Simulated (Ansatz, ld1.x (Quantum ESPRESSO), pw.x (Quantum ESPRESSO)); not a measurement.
## From atom to crystal: TM potential for Mg

ld1.x (Quantum ESPRESSO) 7.5 input, shortened:

```
&input
   title='Mg', zed=12., rel=1, dft='PBESOL', iswitch=3,
   config='[Ne] 3s2 3p0 3d-2'
 /
 &inputp
   pseudotype=2, tm=.true., lloc=-1, rcloc=2.60,
   nlcc=.false.
 /
3
3S  1  0   2.00   0.00  2.50  2.50  0.0
3P  2  1   0.00   0.00  2.65  2.65  0.0
3D  3  2  -2.00   0.35  2.55  2.55  0.0
 &test
   configts(1)='3s2 3p0'
 /
```

Crystal test: fcc Mg in pw.x 7.5, no spin, 13³ k-points, Fermi–Dirac smearing 0.01 Ry, cutoffs 35/140 Ry. The reference is all-electron LAPW (Ansatz 0.2.0) with the same functional, mesh and smearing; V0 and B0 come from Birch–Murnaghan fits to the pressures at five volumes. Errors are pseudo minus all-electron; Δ is the rms difference of the E(V) curves that follow from these fits, minima aligned, over ±6 % about the mean V0. Mesh and smearing are coarse, so the numbers serve the comparison and aren't converged zero-temperature values; the lattice is a test structure that the element need not adopt.

```tsv
V (Å³/atom)	P all-electron (GPa)	P pseudo (GPa)
21.593	2.02	2.10
22.161	0.93	1.03
22.729	-0.03	0.08
23.297	-0.89	-0.75
23.865	-1.64	-1.50
```

All-electron: a0 = 4.495 Å (V0 = 22.71 Å³/atom), B0 = 36.4 GPa.

Pseudopotential: mean pressure error (GPa): +0.11; a0 (Å): 4.500; a0 error (%): +0.11; B0 error (%): -3.0; Δ (meV/atom): 0.6.

Problem. At the middle volume, how do free energy and pressure move when the wave cutoff is lowered (ecutrho kept at four times it)?

Solution.

```json
{"cutoff (Ry)": "16", "shift of F (meV/atom)": "+6.1", "shift of P (GPa)": "-0.11"}
{"cutoff (Ry)": "21", "shift of F (meV/atom)": "+1.0", "shift of P (GPa)": "-0.03"}
{"cutoff (Ry)": "28", "shift of F (meV/atom)": "+0.3", "shift of P (GPa)": "+0.01"}
```

The run at the middle volume (84 k-points, 6 iterations) took about 3.2 s on one core of a shared host (Neoverse-V2, 96 threads, 742 GiB, load 48).
